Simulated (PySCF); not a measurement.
Species: allyl fluoride, C₃H₅F.
Geometry (PBE0-D3(BJ)/def2-TZVP, Å), atoms numbered from 1 in this order:
```
atom  x, y, z in Å
C1     1.148    0.758    0.157
C2     0.318   -0.049   -0.484
C3    -0.970   -0.552    0.062
F4    -1.213   -0.077    1.331
H5     0.925    1.111    1.156
H6     2.072    1.087   -0.300
H7     0.550   -0.400   -1.487
H8    -1.806   -0.246   -0.578
H9    -0.967   -1.648    0.107
```

Theory: PySCF 2.14.0, density-fitted response routines, TDDFT CAM-B3LYP/aug-cc-pVTZ, vertical, gas phase, core orbitals frozen in the response. One conformer (not necessarily the lowest) at the PBE0-D3(BJ)/def2-TZVP geometry, without solvent, vibrations or thermal averaging.

Ground-to-excited transition dipoles (e·a0, same axes as the geometry; the sign carries no meaning), for the states with f of 0.002 or more among the lowest 9:

```csv
state,E (eV),μx,μy,μz
S1,6.698,-0.171,0.284,-0.139
S2,7.324,0.170,-0.223,0.129
S3,7.347,-1.012,-0.841,-0.467
S4,7.541,0.062,-0.096,0.050
S5,7.764,-0.199,-0.255,-0.282
S8,8.329,-0.105,0.179,-0.086
S9,8.781,0.209,-0.351,0.171
```

Task: Work out the oscillator strengths.

Result: f = (2/3) ΔE |μ|² with ΔE in hartree (27.2114 eV).

```
state  |μ|² (au)  |μ| (D)      f
   S1      0.130     0.92  0.021
   S2      0.095     0.78  0.017
   S3      1.951     3.55  0.351
   S4      0.015     0.32  0.003
   S5      0.184     1.09  0.035
   S8      0.051     0.57  0.010
   S9      0.196     1.13  0.042
```

Task: The point group is Cs. Which irreducible representation does each state belong to?

Result: From a totally symmetric ground state, an allowed state transforms like the component of the dipole operator along its μ. Polarised normal to the mirror plane, so A″: S1, S2, S4, S8 and S9. Polarised in the mirror plane, so A′: S3 and S5.

Task: Which bond between heavy atoms lies closest to the direction of the S3 transition dipole?

Result: C1–C2, at 10° from it; next C2–C3 at 45°.

Task: What angle do the transition dipoles of S5 and S9 make?

Result: |cos θ| = |μa·μb| / (|μa| |μb|) = 0.00, so θ ≈ 90° (taken between 0 and 90°, since the signs are arbitrary).

Task: What peak molar absorption coefficient would the strongest computed level give as a lone Gaussian band 0.4 eV wide at half height?

Result: ε(max) = 2.175×10⁸ f / FWHM, with the width in cm⁻¹. S3: 2.175×10⁸ × 0.3511 / 3226 ≈ 24000 L mol⁻¹ cm⁻¹.
